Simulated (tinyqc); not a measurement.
Inside a calculation. Method: extended Hueckel theory, for BH+. The parameters take no account of the charge, which enters only through the electron count. One step of it, computed by the program tinyqc.

Task: Wolfsberg-Helmholz matrix. H_ij = K' S_ij (H_ii + H_jj)/2 for i != j (the diagonal keeps H_ii), with K' = K + D^2 + D^4 (1 - K), D = (H_ii - H_jj)/(H_ii + H_jj), K = 1.5.

overlap S, lower triangle:
```
           1B 2s    1B 2px    1B 2py    1B 2pz     2H 1s
1B 2s   1.000000
1B 2px  0.000000  1.000000
1B 2py  0.000000  0.000000  1.000000
1B 2pz  0.000000  0.000000  0.000000  1.000000
2H 1s   0.466126  0.000000  0.000000  0.517252  1.000000
```

diagonal H_ii (eV): 1B 2s -15.200000, 1B 2px -8.500000, 1B 2py -8.500000, 1B 2pz -8.500000, 2H 1s -13.600000

K = 1.500000

Give: H.

Result:

H (eV), lower triangle:
```
          1B 2s  1B 2px  1B 2py  1B 2pz    2H 1s
1B 2s   -15.200
1B 2px    0.000  -8.500
1B 2py    0.000   0.000  -8.500
1B 2pz    0.000   0.000   0.000  -8.500
2H 1s   -10.089   0.000   0.000  -8.870  -13.600
```
